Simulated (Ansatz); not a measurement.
## Forms of SbH₂⁺ and their order

Ansatz 0.2.0, basis def2-SVP; geometries are PBE0/def2-TZVP minima. Wave-function levels freeze the cores with the filled d shells of p-block atoms; HF, MP2 and coupled cluster are restricted for singlets and unrestricted otherwise, restricted open-shell where a d shell is frozen, Kohn–Sham unrestricted where that lies lower. NEVPT2 stands on CASSCF in the full valence space. The reference is full CI, exact within the basis. Semilocal and hybrid functionals correlate all electrons outside any core potential and usually lie nearer their basis limit than the reference, so part of their error here is the reference's basis and frozen-core error; RPA and the MP2 part of double hybrids freeze the same cores as the reference. None of these values is a measured one. Energies are electronic, without zero-point terms. No spin–orbit coupling; scalar relativity only by core potentials past Kr. The set is small: such energies can lie up to about 0.3 eV from the limit, spin gaps mostly less, so near ties and functionals' places can change in larger sets. The species are chosen: bound, without strong static correlation by their natural occupations or amplitudes, and with a ladder that closes on the reference, so errors are smaller than for species at large; levels whose determinant breaks symmetry or spin markedly are left out.

A. triplet; Sb–H 1.691, angle at Sb 121°. Coordinates (Å): Sb 0.000 -0.014 0.000; H 0.000 0.824 -1.469; H 0.000 0.824 1.469
B. singlet; Sb–H 1.709, angle at Sb 90°. Coordinates (Å): Sb 0.000 -0.020 0.000; H 0.000 1.186 -1.210; H 0.000 1.186 1.210

Q: From bonding and spin, estimate the order of these in energy at full CI, each at its own geometry.

A: At full CI, above the lowest of those listed: B (0.000 eV), A (1.086 eV).

```
   level  A less B (eV)
 full CI          1.086
      HF          0.670
     MP2          0.967
    CCSD          1.089
 CCSD(T)          1.088
CCSDT(Q)          1.085
  NEVPT2          1.060
     PBE          1.168
  r2SCAN          0.954
    PBE0          1.088
```

Every level shown puts the same form lowest.

The geometries are PBE0's, not this basis's own minima.
